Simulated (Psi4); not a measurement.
Psi4 input (wB97X-D/6-31G*):

```
memory 1500 MB

molecule {
1 1
C     0.05100638   -0.58378700   -0.01181402
C     0.04460873    0.71726049    0.01788006
H    -0.87346485   -1.16381706   -0.05413951
H     0.97198321   -1.16021184    0.00382948
H    -0.67220906    1.52318793    0.01391380
symmetry c1
no_reorient
no_com
}

set {
  basis 6-31G*
  reference rks
  scf_type pk
  dft_radial_points 99
  dft_spherical_points 590
  e_convergence 1e-8
  d_convergence 1e-7
  maxiter 150
}

e = energy('wb97x-d')
print_out(f'\nFINAL {e:.10f} DIPOLE {variable("CURRENT DIPOLE")[0]:.6f} {variable("CURRENT DIPOLE")[1]:.6f} {variable("CURRENT DIPOLE")[2]:.6f}\n')
```

Question: Predict the final energy.

Answer: -77.52160 Eh.
